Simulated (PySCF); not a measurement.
# Working with the constants of ClF⁻

UHF-CCSD(T) constants of ClF⁻, ²Σ⁺ (doublet), unpaired electrons σ ↑ (Cl aug-cc-pV(D+d)Z, F aug-cc-pVDZ; no relativity (PySCF 2.14); masses 34.9689 and 18.9984 u):

| Item | Value |
| --- | --- |
| ωe | 360.1 cm⁻¹ |
| ωexe | 3.19 cm⁻¹ |
| Be | 0.28459 cm⁻¹ |
| αe | 0.00300 cm⁻¹ |
| D (centrifugal) | 7.11e-07 cm⁻¹ |

Q: Give the vibrational terms G(v) and spacings up to v = 3.

A: G(v) = ωe(v+½) − ωexe(v+½)².

| v | G(v) (cm⁻¹) | G(v) − G(v−1) | Bv (cm⁻¹) |
| --- | --- | --- | --- |
| 0 | 179 |  | 0.2831 |
| 1 | 533 | 354 | 0.2801 |
| 2 | 880 | 347 | 0.2771 |
| 3 | 1221 | 341 | 0.2741 |

Correlated steps freeze 6 core orbitals. The CCSD T1 diagnostic is raised, a sign that a single reference may not be enough here. The state was picked by a PBE0 search and need not be the measured ground state.
